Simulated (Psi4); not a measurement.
# OF (Oxygen monofluoride): UCCSD(T)/aug-cc-pVTZ

What is the vertical doublet–quartet gap of OF (Oxygen monofluoride) at UCCSD(T)/aug-cc-pVTZ? Input form: an ASE script.

The results are computed with Psi4 1.11.

## Step 1: The molecule

OF has 2 atoms, charge 0, and is taken as a doublet. SMILES: `[O]F`. The shape is that of a PBE0-D4/def2-TZVP optimisation.

Bond lengths: O1–F2 1.330 Å.

## Step 2: The energy at UCCSD(T)/aug-cc-pVTZ

The input, fo.xyz:

```xyz
2
FO
O      0.000000     0.000000    -0.015950
F      0.000000     0.000000     1.314400
```

The input, run_ase.py:

```python
import numpy as np
from ase.calculators.psi4 import Psi4
from ase.io import read

mol = read('fo.xyz')
calc = Psi4(atoms=mol, method='ccsd(t)', basis='aug-cc-pVTZ', memory='2200MB', num_threads=1, charge=0, multiplicity=2, label='psi4-calc', reference='uhf')
calc.psi4.set_options({'puream': True, 'e_convergence': 1e-09, 'd_convergence': 1e-08, 'scf_type': 'pk', 'num_frozen_docc': 2, 'maxiter': 100})
mol.calc = calc

print(f'energy: {mol.get_potential_energy():.6f} eV')
```

Run with:

```console
$ python run_ase.py
```

psi4-calc.dat:

```text
[...]
  Running in c1 symmetry.
[...]
  Nuclear repulsion =   28.639650594384939
[...]
  Multiplicity = 2
[...]
  Nalpha       = 9
  Nbeta        = 8
[...]
    Number of basis functions: 92
[...]
   @UHF iter   1:  -174.14050151123013   -7.14831e-01   3.41847e-03 DIIS/ADIIS
[...]
   @UHF iter  15:  -174.19621876959843   -2.50111e-12   3.43922e-09 DIIS
[...]
   @S^2 Observed:                7.640583060E-01
[...]
    Orbital Energies [Eh]
    ---------------------
    Alpha Occupied:
       1A    -26.394321     2A    -20.763737     3A     -1.741166
       4A     -1.325067     5A     -0.836425     6A     -0.790020
       7A     -0.746081     8A     -0.639758     9A     -0.575460
    Alpha Virtual:
      10A      0.102719    11A      0.138947    12A      0.152112
      13A      0.159610    14A      0.224212    15A      0.238240
      16A      0.240850    17A      0.264751    18A      0.423963
      19A      0.612944    20A      0.613197    21A      0.737868
      22A      0.754647    23A      0.754855    24A      0.862247
      25A      0.900919    26A      0.902422    27A      0.970108
[...]
  @UHF Final Energy:  -174.19621876959843
   => Energetics <=
    Nuclear Repulsion Energy =             28.6396505943849391
    One-Electron Energy =                -299.0886266661016748
    Two-Electron Energy =                  96.2527573021183116
    Total Energy =                       -174.1962187695984312
  UHF NO Occupations:
  HONO-2 :    7  A 1.9985316
  HONO-1 :    8  A 1.9959004
[...]
 Multipole Moments:
 ------------------------------------------------------------------------------------
     Multipole            Electronic (a.u.)      Nuclear  (a.u.)        Total (a.u.)
 ------------------------------------------------------------------------------------
 L = 1.  Multiply by 2.5417464519 to convert [e a0] to [Debye]
 Dipole X            :         -0.0000000            0.0000000           -0.0000000
 Dipole Y            :          0.0000000            0.0000000            0.0000000
 Dipole Z            :          0.4385160           -0.5771080           -0.1385920
 Magnitude           :                                                    0.1385920
[...]
      * MP2 total energy                      = -174.653427726267608
[...]
      * CCSD total energy                     = -174.666988801105077
[...]
      * CCSD(T) total energy                     = -174.684389836755201
```

The script printed:

```text
energy: -4753.404364 eV
```

Wall time 2.6 min (1 thread of Intel Xeon at 2.50GHz (Skylake/Cascade Lake), shared host); peak memory 0.99 GiB.

## Step 3: The quartet, same level

The input, run.py:

```python
import numpy as np
from ase.calculators.psi4 import Psi4
from ase import Atoms

mol = Atoms(['O', 'F'], positions=[
    [0.000000, 0.000000, -0.015950],
    [0.000000, 0.000000, 1.314400],
])
calc = Psi4(atoms=mol, method='ccsd(t)', basis='aug-cc-pVTZ', memory='2200MB', num_threads=1, charge=0, multiplicity=4, label='calc', reference='uhf')
calc.psi4.set_options({'puream': True, 'e_convergence': 1e-09, 'd_convergence': 1e-08, 'scf_type': 'pk', 'num_frozen_docc': 2, 'maxiter': 100})
mol.calc = calc

print(f'energy: {mol.get_potential_energy():.6f} eV')
```

Run with:

```console
$ python run.py
```

calc.dat:

```text
[...]
  Running in c1 symmetry.
[...]
  Nuclear repulsion =   28.639650594384939
[...]
  Multiplicity = 4
[...]
  Nalpha       = 10
  Nbeta        = 7
[...]
    Number of basis functions: 92
[...]
   @UHF iter   1:  -173.98737813837155   -5.61708e-01   3.37194e-03 ADIIS/DIIS
[...]
   @UHF iter  14:  -174.06562993653060   -6.84963e-12   4.31491e-09 DIIS
[...]
   @S^2 Observed:                3.779952204E+00
[...]
    Orbital Energies [Eh]
    ---------------------
    Alpha Occupied:
       1A    -26.324687     2A    -20.802514     3A     -1.792808
       4A     -1.429076     5A     -0.909085     6A     -0.856274
       7A     -0.856274     8A     -0.647574     9A     -0.647574
      10A     -0.406719
    Alpha Virtual:
      11A      0.123361    12A      0.134500    13A      0.146057
      14A      0.146057    15A      0.236872    16A      0.245630
      17A      0.245630    18A      0.418684    19A      0.592546
      20A      0.592546    21A      0.722902    22A      0.724986
      23A      0.724986    24A      0.844076    25A      0.844076
[...]
  @UHF Final Energy:  -174.06562993653060
   => Energetics <=
    Nuclear Repulsion Energy =             28.6396505943849391
    One-Electron Energy =                -299.2635185204083541
    Two-Electron Energy =                  96.5582379894928238
    Total Energy =                       -174.0656299365305983
  UHF NO Occupations:
  HONO-2 :    8  A 1.0000000
  HONO-1 :    9  A 1.0000000
[...]
 Multipole Moments:
 ------------------------------------------------------------------------------------
     Multipole            Electronic (a.u.)      Nuclear  (a.u.)        Total (a.u.)
 ------------------------------------------------------------------------------------
 L = 1.  Multiply by 2.5417464519 to convert [e a0] to [Debye]
 Dipole X            :          0.0000000            0.0000000            0.0000000
 Dipole Y            :         -0.0000000            0.0000000           -0.0000000
 Dipole Z            :          0.0270199           -0.5771080           -0.5500881
 Magnitude           :                                                    0.5500881
[...]
      * MP2 total energy                      = -174.490514302168862
[...]
      * CCSD total energy                     = -174.509989085181530
[...]
      * CCSD(T) total energy                     = -174.527135971802892
```

On the terminal:

```text
energy: -4749.125269 eV
```

Wall time 2.8 min (1 thread of Intel Xeon at 2.50GHz (Skylake/Cascade Lake), shared host); peak memory 1 GiB.

## Step 4: Summary of results

Level: UCCSD(T)/aug-cc-pVTZ, 2 core orbitals frozen.

| quantity | value |
| --- | --- |
| doublet: total energy | -174.68439 Eh |
| doublet: HOMO energy (Hartree–Fock orbitals) (highest over α and β) | -14.65 eV |
| doublet: LUMO energy (Hartree–Fock orbitals) (lowest over α and β) | 1.58 eV |
| doublet: correlation energy (2 core orbitals frozen) | -488.2 mEh |
| doublet: (T) correction | -17.40 mEh |
| doublet: ⟨S²⟩ of the reference determinant | 0.764 |
| doublet: T1 diagnostic | 0.041 |
| quartet: total energy | -174.52714 Eh |
| quartet: HOMO energy (Hartree–Fock orbitals) (highest over α and β) | -11.07 eV |
| quartet: LUMO energy (Hartree–Fock orbitals) (lowest over α and β) | 1.60 eV |
| quartet: correlation energy (2 core orbitals frozen) | -461.5 mEh |
| quartet: (T) correction | -17.15 mEh |
| quartet: ⟨S²⟩ of the reference determinant | 3.780 |
| quartet: T1 diagnostic | 0.059 |
| vertical energy of the quartet above the doublet | 4.279 eV |

At this shape the quartet lies 4.28 eV (413 kJ/mol) above the doublet. The triples (doublet) make up 3.6 % of the correlation energy. The T1 diagnostic (quartet) of 0.059 is above the customary mark for such species, so a single reference may not serve. The triples (quartet) make up 3.7 % of the correlation energy.
